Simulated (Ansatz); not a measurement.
**SiF+ (singlet): from Hartree-Fock to the top rungs, cc-pVDZ**

The task here is to estimate one member of a computed series from the others.

The runs use Ansatz 0.2.0, Gaussian basis; cc-pVDZ, core rule «outside noble gas», up to 6 orbitals frozen.

Plan: UHF; CCSD(T) on RHF; BCCD(T) on RHF; CISD; CCSDT(Q) on RHF; CCSDTQ on RHF.

21 further runs of the same task are left out: 7 for a known fault of the program, 5 that didn't finish, 9 set aside as unsound or not needed.

### The geometry

The geometry is a PBE0/def2-TZVP stationary point (not a proven minimum) of the parent state, kept for this charge and spin.

2 atoms, charge 1, spin multiplicity 1.

Atoms are counted from 1 here; the program's logs count them from 0.

Bond lengths: Si1–F2 1.555 Å.

The first run:

Input file in.yaml:

```yaml
crystal:
  periodic: [false, false, false]
  atoms:
    - {symbol: Si, position_ang: [0.000000, 0.000000, 0.000000]}
    - {symbol: F, position_ang: [0.000000, 0.000000, 1.554800]}
basis:
  gaussian: {orbitals: cc-pVDZ}
total_charge: 1
magnetization: {spin_polarized: true, initial_magnetization: 0}
hamiltonian: {xc: hf}
output: {orbitals: {seedname: orbitals}}
```

Command:

```console
$ ansatz run in.yaml --threads 1 --pin off --events-out ev --progress --plain --max-ram 2393MiB
```

Steps of the session up to this table: UHF; CCSD(T) on RHF; BCCD(T) on RHF; CISD; CCSDT(Q) on RHF; CCSDTQ on RHF.

One of the session's tables, all rows but one given; the rest of the session is left out.

```
   method  from RCCSDTQ (meV)
      RHF             +7333.4
     RMP2                   ?
     CISD              +647.4
    RCCSD              +191.1
 RCCSD(T)               +27.6
  BCCD(T)               +20.8
   RCCSDT               +15.3
RCCSDT(Q)                -2.6
  RCCSDTQ                   0
```

Q: Estimate the row for RMP2 from the others.

The run gave: from RCCSDTQ (meV): +543.4. In the column «from RCCSDTQ (meV)» it lies between RCCSD (+191.1) and CISD (+647.4).
